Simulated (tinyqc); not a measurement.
Stretching all distances: RHF, UHF, MP2, CISD and CCSD against full CI in the sto-3g basis, for HF, spin multiplicity 1. Computed by the program tinyqc with PySCF. All coordinates are multiplied by the scale. c0^2 is the weight of the RHF determinant in the lowest singlet FCI state (UHF is spin-contaminated and may lie near states of higher spin) and n(LUMO) the first natural occupation beyond the occupied space.

Geometry (angstrom):
```
atom       x       y       z
F     0.0000  0.0000  0.0000
H     0.0000  0.0000  0.8150
```

Full CI energy (hartree) and errors against it (kcal/mol):
```
scale   distance 1-2 (angstrom)      E(FCI)      RHF      UHF      MP2    CISD      CCSD  <S^2> UHF    c0^2  n(LUMO)
0.8900                   0.7254  -98.474192   8.9029   8.9029   2.4126  0.0000    0.0000     0.0000  0.9941   0.0116
1.0500                   0.8558  -98.578595  13.4959  13.4959   4.1971  0.0000    0.0000     0.0000  0.9887   0.0222
1.3600                   1.1084  -98.593939  27.5331  27.5331  10.4539  0.0000  4.63e-05     0.0000  0.9650   0.0689
1.5200                   1.2388  -98.570620  37.9563  37.0121  15.4732  0.0000    0.0000     0.1521  0.9421   0.1140
1.6800                   1.3692  -98.544109  50.6775  36.4109  21.7208  0.0000    0.0000     0.5085  0.9101   0.1774
1.8400                   1.4996  -98.519430  65.5948  29.5728  28.9726  0.0000    0.0000     0.7119  0.8689   0.2593
1.9900                   1.6219  -98.500019  81.2329  22.0647  36.2386  0.0000    0.0000     0.8250  0.8236   0.3497
2.1500                   1.7523  -98.484075  98.9723  15.0318  43.7195  0.0000    0.0000     0.8975  0.7718   0.4530
```

Estimate the missing row, scale = 1.2.

Computed row:
```
scale   distance 1-2 (angstrom)      E(FCI)      RHF      UHF     MP2    CISD    CCSD  <S^2> UHF    c0^2  n(LUMO)
1.2000                   0.9780  -98.603037  19.3395  19.3395  6.6924  0.0000  0.0000     0.0000  0.9800   0.0393
```

UHF parts from RHF first at scale 1.52 of those listed, where <S^2> leaves zero. The weight c0^2 goes from 0.99 to 0.77 and n(LUMO) from 0.01 to 0.45: static correlation grows as the bonds break into open-shell fragments. The spread of the error along the curve, which distorts its shape, is CISD 0.0, CCSD 0.0, UHF 28.1, MP2 41.3, RHF 90.1 kcal/mol. With one virtual orbital CISD and CCSD are exact.
